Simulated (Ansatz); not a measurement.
Geometry optimisation, RKS PBE0-D4/def2-SVP (Ansatz).

The input (input.yaml):

```yaml
crystal:
  periodic: [false, false, false]
  atoms:
    - { symbol: O, position_ang: [-1.1217, -0.5296, -0.0941] }
    - { symbol: C, position_ang: [-0.0663, 0.2548, 0.3434] }
    - { symbol: O, position_ang: [1.055, -0.5503, 0.288] }
    - { symbol: H, position_ang: [-1.0853, -0.4398, -1.0779] }
    - { symbol: H, position_ang: [0.0757, 1.1514, -0.2798] }
    - { symbol: H, position_ang: [-0.2412, 0.5704, 1.3796] }
    - { symbol: H, position_ang: [1.445, -0.525, -0.6049] }
basis:
  gaussian: { orbitals: def2-SVP }
hamiltonian:
  xc: pbe0
  dispersion: d4
relax:
  f_tol: 0.02
  max_steps: 40
scf:
  lower_state_search: "off"
```

Run as:

```bash
$ ansatz run input.yaml --threads 1 --pin off --max-ram 2048MiB --backend cpu --events-out ev --progress --plain --runs-dir out
```

Question: Where does it end, and by what steps?

Answer: The run converged. After 5 steps the energy has fallen by 0.195 eV; O1 moved furthest, 0.10 Å.

```
step  energy less start (eV)  largest force component (eV/Å)  accepted
   0                  0.0000                           1.627       yes
   1                 -0.1737                           0.496       yes
   2                 -0.1903                           0.201       yes
   3                 -0.1912                           0.391       yes
   4                 -0.1945                           0.031       yes
   5                 -0.1946                           0.011       yes
```

```xyz
7
Properties=species:S:1:pos:R:3
O -1.170 -0.445 -0.121
C -0.048 0.248 0.319
O 1.129 -0.492 0.313
H -1.141 -0.516 -1.080
H 0.080 1.192 -0.255
H -0.241 0.506 1.370
H 1.453 -0.562 -0.591
```

Whether the end is a true minimum wasn't checked by a vibrational analysis.

The run took 6.5 s on 1 thread of Arm Neoverse V2 (shared host), peak memory 0.1 GiB.
